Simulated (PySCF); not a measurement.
## C4H6O2: full NMR table

| Quantity | Value |
| --- | --- |
| Formula | C4H6O2 |
| SMILES | CCOC=C=O |
| InChI | InChI=1S/C4H6O2/c1-2-6-4-3-5/h4H,2H2,1H3 |
| Point group of the computed structure | Cs |
| Degrees of unsaturation | 2 |
| Carbon signals | 4 |
| Proton signals | 3 |

Numbering as in the mapped SMILES `[CH3:1][CH2:2][O:3][CH:4]=[C:5]=[O:6]`. Each H is labelled by its parent atom.

Theory: σ from GIAO-PBE0/pcSseg-1, GFN2-xTB structure, in PySCF 2.14 (rapidly exchanging positions averaged, relativity neglected, single conformer, isolated molecule).

Shifts are taken against calculated references (same method and geometry level): 1H (31.72 ppm) and 13C (186.93 ppm) vs TMS; H2O for 17O (336.08 ppm).

```tsv
carbon	δC, type	δH (multiplicity)	HMBC from (2–3 bonds)	span of the C tensor (ppm)
C1	18.2, CH3	1.43 (t)	H(C2)	33
C2	68.8, CH2	3.21 (q)	H(C4), H(C1)	88
C4	86.0, CH	6.91 (s)	H(C2)	149
C5	259.5, C	–	H(C4)	79
```

Other nuclei:
```tsv
atoms	nucleus	environment	δ (ppm)	σ (ppm)
O6	17O	carbonyl oxygen	578.2	-242.2
O3	17O	ether oxygen	-17.9	354.0
```

Carbon types of the structure: 1 × C, 1 × CH, 1 × CH2, 1 × CH3, which accounts for all hydrogens. δC 259.5: central carbon of a ketene. δC 86.0: terminal carbon of a ketene. δC 68.8: sp3 CH2 bonded to O; the inductive effect lowers its shielding. δC 18.2: methyl carbon; aliphatic region, no heteroatom directly attached. δH 3.21: hydrogen on an sp3 CH2 bonded to O; its carbon carries O, hence the downfield position.

Shifts are as computed. Against solution values, carbons near 30 ppm lie about +3 ppm off and those near 130 ppm about +5 ppm. Of 1211 compounds with measured shifts, 218 miss one by over three times the rms of a fit or turn the order of signals round; such compounds aren't used in these exercises. Unscaled 17O shifts of doubly bonded oxygen tend to come out too high, by tens of ppm or more. Experimental scales use liquid or dissolved standards, which lie at an offset from isolated H2O (liquid H2O: subtract about 36 ppm). Multiplicities follow the n + 1 count of equivalent neighbours, as no J values were calculated; m marks all less simple cases, F and P coupling included.
